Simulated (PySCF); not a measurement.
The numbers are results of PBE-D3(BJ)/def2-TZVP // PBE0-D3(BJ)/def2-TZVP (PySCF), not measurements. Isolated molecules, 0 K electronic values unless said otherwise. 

Reference species (SMILES): `[Cl][AlH][Cl]` (neutral, multiplicity 1).

```
Property                  Result
----------------------  --------
S1 oscillator strength     0.000
LUMO                    -2.19 eV
```

Changed species: `[Cl][Al]([Cl])[Cl]` (0 of 3 Cl replaced by H; the reference has 1 of 3 Cl replaced by H).

Problem. Predict the effect on the S1 oscillator strength and LUMO.

Solution. the S1 oscillator strength hardly moves; the LUMO rises by 0.08 eV, to -2.11 eV.
